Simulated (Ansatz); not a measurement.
Two isomers of C3H6OS: A = `C/C(S)=C/O`, B = `SCC1CO1`.

Calculated with Ansatz (gas phase, PBE0-D4/def2-TZVP geometries, no zero-point term in ΔE). CCSD(T)/CBS adds triple-zeta CCSD(T) − MP2 to the extrapolated MP2 energy (def2 sets, frozen cores). DFT in def2-TZVPP. B3LYP here is the variant with VWN-RPA as its local correlation; programs differ in this. Each species was taken in one conformer, which may not be the lowest.

(1) Which is lower in electronic energy at CCSD(T)/CBS, and by how much? (Best estimate.)

(2) Give E(B) − E(A) in kJ/mol with B3LYP-D4, r2SCAN-D4, CCSD(T)/def2-TZVPP, ωB97M-V, PBE0-D4, B3LYP, B2PLYP. (An estimate is asked.)

Largest T1 diagnostic: 0.012.

Results:

(1) The calculation gave: A, by 70.8 kJ/mol.

(2) Computed: B3LYP-D4 77.9, r2SCAN-D4 69.3, CCSD(T)/def2-TZVPP 66.3, ωB97M-V 65.0, PBE0-D4 63.8, B3LYP 75.4, B2PLYP 72.2. None reverses the order clearly.

From PBE to PBE0 (25 % exact exchange), in def2-TZVPP and without D4, E(B) − E(A) moves by −4.6 kJ/mol.
